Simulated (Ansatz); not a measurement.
## Basis-set limit of CH3MgO2, doublet

| atom | x (Å) | y (Å) | z (Å) |
| --- | --- | --- | --- |
| C | -0.0045 | 1.1091 | -0.4718 |
| O | 1.1168 | 0.4608 | -0.1714 |
| Mg | 0.1826 | -1.0556 | 0.4386 |
| O | -0.2254 | -2.6417 | 1.0916 |
| H | -0.3423 | 1.9242 | 0.1929 |
| H | -0.2973 | 1.2022 | -1.5330 |
| H | -0.7145 | -3.3990 | 1.3949 |

Ansatz 0.2.0, UHF determinant, valence electrons correlated. Energies in eV.

| set | X | functions | Hartree–Fock | MP2 correlation | CCSD(T) correlation | time |
| --- | --- | --- | --- | --- | --- | --- |
| def2-TZVPP | 3 | 167 | -10586.7985 | -18.2612 | -19.3131 | 3.7 s on 1 × NVIDIA H100 80GB HBM3 with 1 thread of AMD EPYC 7R13 Processor (Zen 3), with other jobs on the host |
| def2-QZVPP | 4 | 324 | -10587.3312 | -19.7186 | -20.6916 | 21 s on 1 × NVIDIA H100 80GB HBM3 with 1 thread of AMD EPYC 7R13 Processor (Zen 3), on a shared host |

Hartree–Fock is taken to follow E(X) = E∞ + A·exp(−7.88·√X), correlation E(X) = E∞ + B·X^−2.97.

**Question.** Work out the CCSD(T) energy at the limit, and how far the shortcut misses it that extrapolates MP2 and adds CCSD(T) minus MP2 from the smaller set.

**Answer.** Hartree–Fock: E∞ = E4 + 0.1377·(E4 − E3) = -10587.4046. Correlation: E∞ = E4 + 0.7407·(E4 − E3) = -21.7126 for CCSD(T) and -20.7982 for MP2. The limit is -10609.1172 eV, 1.094 eV below def2-QZVPP. The shortcut gives a correlation energy of -20.7982 + (-1.0520) = -21.8501, 137 meV lower than the direct value.

Past Ne part of the Hartree–Fock step between the two sets comes from the cores, which don't follow the formula, so the 73 meV that it adds to the total can overshoot; that part largely cancels in differences.
